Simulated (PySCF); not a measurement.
CH, SMILES [CH] (connectivity only; charge and spin as stated), charge +1, multiplicity 1. Atoms are numbered in the order given.

```xyz
2

C      0.0000     0.0000    -0.1625
H      0.0000     0.0000     0.9751
```
Charge +1, spin multiplicity 1.

Coordinates come from a B3LYP-D3(BJ)/def2-TZVPD optimisation.

Two levels are set side by side: PBE/pcSseg-2 (PySCF) and KT2/pcSseg-2 (PySCF). GIAO shifts against TMS (¹H), TMS (¹³C) at the same level; non-relativistic, no solvent, atoms listed together averaged. Differences are taken from unrounded values.

```csv
quantity,KT2,PBE,PBE minus KT2
δ(¹³C) of C1 (ppm),992.8,1271.7,278.9
δ(¹H) of H2 (ppm),2.89,1.49,-1.40
```
